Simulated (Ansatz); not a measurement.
What does this script print? It uses Ansatz 0.2.0, Python API.

`torsion_c2h5f.py`:
```python
"""Energy of C2H5F as one group turns about a bond."""

import ansatz as az
from ase import Atoms

atoms = Atoms(["C", "C", "F", "H", "H", "H", "H", "H"], positions=[
    [-0.4058, 0.5167, -0.2457],
    [0.3601, -0.6115, 0.2335],
    [1.5828, -0.1709, 0.5205],
    [-1.3973, 0.2607, -0.5136],
    [0.0123, 0.9986, -1.1609],
    [-0.5028, 1.3573, 0.5073],
    [0.4749, -1.3812, -0.5285],
    [-0.0321, -1.0268, 1.1316],
])

# start the scan from a relaxed geometry
first = (
    az.Crystal.molecule_from_ase(atoms).calculation()
    .basis(gaussian="cc-pVDZ")
    .functional("r2scan0")
    .relax(force_tolerance=0.02, max_steps=80)
)
atoms.positions = first.run(threads=1).report["positions_ang"]

start = atoms.get_dihedral(3, 0, 1, 2)
energies = {}
for turn in range(0, 360, 40):
    turned = atoms.copy()
    turned.set_dihedral(3, 0, 1, 2, start + turn, indices=[1, 2, 6, 7])
    model = az.Crystal.molecule_from_ase(turned).calculation()
    model = model.basis(gaussian="cc-pVDZ")
    model = model.functional("r2scan0")
    energies[round((start + turn) % 360)] = model.run(threads=1).report["free_energy_ev"]
floor = min(energies.values())
print("dihedral H3-C0-C1-F2 (deg)   E - E(min) (kJ/mol)")
for angle, e in sorted(energies.items()):
    print(f"{angle:8d} {96.485332 * (e - floor):14.3f}  " + "#" * int(30 * (e - floor) / max(max(energies.values()) - floor, 1e-9)))
```

```console
$ python torsion_c2h5f.py
dihedral H3-C0-C1-F2 (deg)   E - E(min) (kJ/mol)
      20         12.434  #############################
      60          0.007
     100         12.523  #############################
     140         12.504  #############################
     180          0.000
     220         12.499  #############################
     260         12.534  ##############################
     300          0.007
     340         12.425  #############################
```

The settings weren't tested for convergence. The scan is rigid and the energies are electronic, in a modest basis. With rigid groups the curve can differ much from the relaxed path, the start wasn't checked as a minimum of this torsion, and equivalent turns needn't return to the same energy. Wall time of the script: 33 s on 1 thread of Arm Neoverse V2, on a shared host, peak memory 0.21 GiB.
